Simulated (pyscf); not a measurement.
Thermochemistry of product channels of F–GeH₂• + NH₃ on the doublet surface, in eV, from ωB97M-D3(BJ)/def2-TZVP energies (ideal gas, 1 atm, RRHO with modes under 100 cm⁻¹ raised to 100, one conformer, R ln 2 for chiral ones without a mode under 150 cm⁻¹). Structures and frequencies: ωB97X-D3(BJ)/def2-SVP in PySCF.

```csv
products,ΔE,ΔH(298 K),ΔG(298 K),ΔG(600 K)
H₂N–GeH•–F + H₂,-0.04,-0.17,-0.11,?
H₂N–GeH₂• + HF,+0.52,+0.49,+0.51,+0.52
•HN–GeH₂–F + H₂,?,+0.94,+1.02,+1.08
H₂N–GeH₂–F + H•,+0.82,+0.66,+0.80,+0.93
F–GeH₃ + NH₂•,+1.11,+0.96,+0.99,+1.01
```

Fill in the missing entries.


- H₂N–GeH•–F + H₂, ΔG(600 K): -0.06
- •HN–GeH₂–F + H₂, ΔE: +1.19

These are energies of the channels, which say nothing of barriers. Elements up to Kr have no core potential and no relativistic terms here.
